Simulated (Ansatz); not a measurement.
# Elastic constant C33 of some elemental solids other than molecular ones, all hcp

Method: LDA (plane waves, PAW; Ansatz, a program for electronic structure). References are measured values at low temperature.

Values in GPa.

```
solid   reference   LDA  error (%)
------  ---------  ----  ---------
hcp Y       80.1¶     ?          ?
hcp Zr        172   178       +3.5
hcp Zn      68.5¶  92.8        +35
hcp Mg      66.5¶  75.8      +14.0
hcp Os       843¶   917       +8.8
hcp Be       342¶   408      +19.3
hcp Ti        191   208       +8.9
```

Task: Estimate the withheld LDA value.

Result: The errors of the other rows run from +3.5 % to +35 %, with a median of +11.4 %; carried to the reference 80.1 it gives 89.2 GPa. The run gives 88.9 GPa (+11.0 %), -0.3 % from the estimate; the row was drawn at random, and such an estimate is rough. Over these 7 solids the mean error is +14.4 %, the mean absolute error 14.4 % (median 11.0 %), and the worst case hcp Zn at +35 %; the value is above the reference in 7 of 7 cases.

All these references are low-temperature values that still hold zero-point motion.

Spin–orbit coupling is left out, also for the solids with elements from indium on (hcp Os); its size isn't shown.

¶ marks references of a special kind: hcp Y, 80.1 ± 0.2 GPa (measured, 0 K, extrapolated to 0 K; as tabulated in Elastic Constants of Yttrium Single Crystals in the Temperature Range 4.2-400 K); hcp Zn, 68.5 GPa (measured, 0 K, extrapolated to 0 K; zero-point effects included; as tabulated in Galib et al. (2023), arXiv:2209.08184); hcp Mg, 66.5 GPa (measured, 0 K, extrapolated to 0 K; zero-point effects included; as tabulated in Ibrahim et al. (2023), arXiv:2305.03577); hcp Os, 843 GPa (measured, 0 K, extrapolated to 0 K (read from the set's bulk modulus against, 405 at 300 K); as tabulated in Liu et al. (2023), arXiv:2002.00005); hcp Be, 342 ± 1 GPa (measured, 0 K, extrapolated to 0 K; as tabulated in Elastic Constants of Single Crystal Beryllium, J. Appl. Phys., doi …).

Differences are worked out from the printed values.

Each level is taken at its own relaxed cell. Ansatz's density-functional and Hartree–Fock values are scalar-relativistic unless marked +SOC, with PAW data made under PBE.

Ansatz's runs of these crystals have no spin polarisation.

Not in this set, of the elemental solids other than molecular ones with a reference value in our tables and a result at some level: 7 for a reference at room or unstated temperature. These can be a level's best or worst cases. Solids without a released value at any level aren't counted. Layered and molecular crystals are counted apart. The metals Ce to Yb are counted apart.

References as tabulated in Elastic Constants of Yttrium Single Crystals in the Temperature Range 4.2-400 K; Clouet (2012), arXiv:1210.1082; Galib et al. (2023), arXiv:2209.08184; Ibrahim et al. (2023), arXiv:2305.03577 and others.
